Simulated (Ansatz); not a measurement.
Input file:

```yaml
crystal:
  periodic: [false, false, false]
  atoms:
    - {symbol: Br, position_ang: [0.000000, 0.000000, 0.000000]}
    - {symbol: Be, position_ang: [0.000000, 0.000000, 1.481000]}
basis:
  gaussian: {orbitals: 6-31G}
total_charge: 1
magnetization: {spin_polarized: false}
hamiltonian: {xc: {name: r2SCAN}, pseudopotentials: {relativity: none}}
correlation: {method: bccd_t, electrons: outside_noble_gas}
scf: {lower_state_search: full}
output: {forces: true}
```

```sh
$ ansatz run in.yaml --threads 1 --pin off --events-out ev --progress --plain --max-ram 2393MiB
```

Output:

```
384 factors; integrals over basis functions are off by at most 2.4e-4 eV
mean field evaluation 1: about -70420.9047 eV, gradient 3.3e1 eV
mean field evaluation 2: about -70420.9011 eV, gradient 3.3e1 eV
mean field evaluation 4: about -70424.1172 eV, gradient 3.3e0 eV
mean field evaluation 8: about -70424.1558 eV, gradient 1.2e-1 eV
mean field evaluation 16: about -70405.5078 eV, gradient 1.3e1 eV
mean field -70424.15579777 eV, -2588.0399903607 hartree, gradient 2.2e-6 eV, S^2 0.000000; 0 other end points of the search recorded, 0 dependent functions left out
15 core orbitals not correlated: weight in the atoms' cores, before any rotation towards them, 0.999 or more for the frozen orbitals, at most 0.000 for the correlated occupied ones
reference -70375.51126065 eV, -2586.2523365940 hartree; 4, 4 occupied and 19, 19 virtual orbitals, 384 factors
second order -1.63506140 eV of doubles, -0.07546575 eV of singles
cycle   1  -1.75852994 eV  change   -5.2e-2 eV  update   5.5e-2
cycle   2  -1.81533939 eV  change   -5.7e-2 eV  update   1.4e-2
cycle   3  -1.82732349 eV  change   -1.2e-2 eV  update   6.3e-3
cycle   4  -1.82697564 eV  change    3.5e-4 eV  update   9.9e-4
cycle   5  -1.82670849 eV  change    2.7e-4 eV  update   2.8e-4
cycle   6  -1.82673391 eV  change   -2.5e-5 eV  update   8.6e-5
cycle   7  -1.82672301 eV  change    1.1e-5 eV  update   3.3e-5
cycle   8  -1.82672519 eV  change   -2.2e-6 eV  update   1.1e-5
cycle   9  -1.82672555 eV  change   -3.5e-7 eV  update   1.8e-6
perturbative correction -0.07315247 eV, -0.0026883036 hartree
the calculation of the forces begins
Total energy: -70377.41113866 eV, -2586.3221558232 hartree
Atom 0 at     0.000000     0.000000     0.000000 Å, force    -0.000000     0.000000   -23.379359 eV/Å
Atom 1 at     0.000000     0.000000     1.481000 Å, force     0.000000    -0.000000    23.379359 eV/Å
Dipole moment:     0.000000     0.000000     1.307752 e Å
```

Forces (eV/Å):
```
Br    0.000   0.000 -23.379
Be    0.000   0.000  23.379
```

Ran on 1 thread of Arm Neoverse V2, shared host: 2.4 s wall, 0.09 GiB peak host memory.
